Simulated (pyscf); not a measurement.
Structures and frequencies: ωB97X-D3(BJ)/def2-SVP in PySCF.

Q: For the elementary gas-phase step SiH₄ + H₃Si–SH → H₃Si–S–SiH₃ + H₂ (singlet surface; H–Si, H–S broken, S–Si, H–H formed), what barrier and reaction energy does ωB97M-D3(BJ)/def2-TZVP give, measured from the separated reactants?

A: ΔE‡ = 46.7 kcal/mol, ΔE = -9.0 kcal/mol. Zero-point energy shifts the barrier by +0.2 kcal/mol. It is a four-centre exchange, with an imaginary mode of 1304i cm⁻¹. One saddle was located; it need not be the lowest between these sides.
